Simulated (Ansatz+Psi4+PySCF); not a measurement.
Results of a calculation; reference values are marked as such.
## Psi4 1.11 run

```
molecule {
1 2
C -0.028290 -0.224240 1.214840
N -0.030780 0.593700 -0.009380
C -0.030950 -0.218980 -1.212330
H 0.801040 -0.959900 1.247550
H 0.040600 0.415120 2.075510
H -0.970750 -0.766930 1.269570
H 0.814100 1.173460 -0.000070
H 0.783260 -0.967770 -1.251140
H 0.046320 0.414030 -2.085310
H -0.976660 -0.777680 -1.254120
}

set basis cc-pVTZ
set reference uhf
set scf_type pk
energy('scf')
```

The input is written out from the run's settings.

The run gave:

| Item | Value |
| --- | --- |
| Converged | yes |
| Total energy | -134.00859 hartree |
| Spin squared of the determinant | 0.763 |
